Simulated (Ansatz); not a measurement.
# Structure relaxation of ZnPb₂

Method: Ansatz 0.2.0, DFT PBE, scalar-relativistic, plane waves, PAW.

The start puts ZnPb₂ on the sites of a reported TbCd2 cell (P6/mmm, No. 191), with Zn in place of Tb, Pb in place of Cd, at a guessed volume.

Input of the last, converged step (default PAW datasets):

```yaml
crystal:
  lattice:
    - [5.4441878687, 0.0, 0.0]
    - [-2.7220939344, 4.7148049973, 0.0]
    - [0.0, 0.0, 3.3102133811]
  atoms:
    - { symbol: Zn, position: [0.0, 0.0, 0.0] }
    - { symbol: Pb, position: [0.3333333333, 0.6666666667, 0.5] }
    - { symbol: Pb, position: [0.6666666667, 0.3333333333, 0.5] }
basis:
  ecutwfc: 420
kpoints:
  mp_grid: { grid: [12, 12, 14] }
hamiltonian:
  xc: pbe
scf:
  occupations: { method: gaussian, width: 0.1 }
output:
  forces: true
  stress: true
  eigenvalues: true
relax:
  adjacent_minimum: "off"
  f_tol: 0.01
  max_steps: 80
  cell: { stress_tol: 0.05 }
```

Launched as:

```bash
ansatz run input.yaml --threads 1 --pin off --max-ram 2560MiB --backend cpu --events-out ev --progress --plain --runs-dir out
```

It took 72 s on 1 thread of Intel(R) Xeon(R) Platinum 8488C (Sapphire Rapids) (shared host), peak memory 0.59 GiB.

End of the output:

```
SCF converged after 6 iterations
Free energy (F): -27131.095064 eV
Harris-Foulkes:  -27131.095064 eV  (|F-HF|=7.28e-12)
Internal energy: -27131.088385 eV  (E = F + TS)
E sigma→0 (E₀):  -27131.091724 eV
Entropy (-TS):   -0.006679 eV (-2.226 meV/atom)
Fermi energy:    9.156975 eV
--- Per-component energies (eV) ---
  E_band       = -83.594749
  E_kinetic    = 707.400856
  E_local      = -3885.393352  (includes V_loc(G=0)·N_el)
  E_nonlocal   = 1312.419668
  E_hartree    = 1581.863143
  E_xc         = -576.577518
  E_vxc        = -313.985598  (∫ρ·V_xc dr)
  E_paw        = -22639.727235  (= ΣΔE_a)
  E_vpaw       = -1067.762430  (= ΣTr[D̂ρ^β])
  E_aug_tail   = -0.000244  (compensation charges beyond the density's cutoff)
  E_ewald      = -3631.073703
  E_smearing   = -0.006679  (= −TS)
  E_closure    =  0.000000  (closes the sum)
  Σ components = -27131.095064   (vs F -27131.095064, Δ=0.00e0)
--- Forces (eV/Å), atoms counted from 1 ---
  atom   1  Zn     0.00000000     0.00000000     0.00000000
  atom   2  Pb     0.00000000     0.00000000     0.00000000
  atom   3  Pb     0.00000000     0.00000000     0.00000000
  max |Σ_I F_I| component: 9.25e-18 eV/Å
--- Stress (GPa, compression-positive) ---
       -0.006428       0.000000       0.000000
        0.000000      -0.006428       0.000000
        0.000000       0.000000       0.006277
  P = ⅓ Tr σ = -0.0022 GPa (-0.022 kbar)
--- Relaxed structure (3 steps of the walk, 3 accepted, 1 SCFs on fresh bases) ---
  F+E_penalty+E_count = -27131.09506360 eV   max|allowed force component| = 8.481e-17 eV/Å   (the final SCF, on the basis selected at the relaxed cell)
  cell:  # Å, volume = 85.5288 Å³
    - [5.494166, 0.000000, 0.000000]
    - [-2.747083, 4.758087, 0.000000]
    - [0.000000, 0.000000, 3.271736]
  atoms:
    - { symbol: Zn, position: [0.000000, 0.000000, 0.000000] }
    - { symbol: Pb, position: [0.333333, 0.666667, 0.5] }
    - { symbol: Pb, position: [0.666667, 0.333333, 0.5] }
```

Absolute energies hang on the potentials; compare differences alone.

The result has space group P6/mmm (No. 191). Zn has 2 Zn at 3.27 Å and 12 Pb at 3.57 Å; Pb is coordinated by 5 Pb at 3.17–3.27 Å and 6 Zn at 3.57 Å.

Against the elements it lies at 0.25 eV/atom. The zero of energy is the elements' standard structures at the same level; no fitted shifts are applied.

The k mesh leaves about 4 meV/atom of noise in metals. Spin–orbit coupling is left out.

Symmetry constrained the relaxation, so the result can be a saddle point.